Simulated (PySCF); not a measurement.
Gas-phase reaction: 4 CH3CCl3 → 6 CHCl2 + H2 + 2 CH2

Computed with PySCF and rigid-rotor harmonic-oscillator thermochemistry at 1 bar. † marks an energy on the PBE0/def2-TZVP geometry and frequencies. MP2 and CCSD(T) freeze the core. Open shells (unrestricted): CHCl2 (multiplicity 2), CH2 (multiplicity 3); the rest are closed-shell singlets. CHCl2: computed as isolated molecules; such fragments, hydroxides, amides, oligomers or adducts are transient or little studied in the gas. MP2 isn't extrapolated to the basis-set limit. CCSD(T) isn't extrapolated to the basis-set limit.

MP2/def2-SVP† gives ΔH°(298 K) = 1984 kJ.

Question: What do PBE/def2-TZVP†, M06-2X/def2-TZVP†, CCSD(T)/def2-SVP† give?

Answer: PBE/def2-TZVP†: 1769 kJ; M06-2X/def2-TZVP†: 1860 kJ; CCSD(T)/def2-SVP†: 1880 kJ. For scale, ΔH°(298 K) is 1984 kJ at this level, 1892 kJ at ωB97M-V/def2-TZVP†, and runs from 1216 to 2405 kJ over the 20 levels computed.
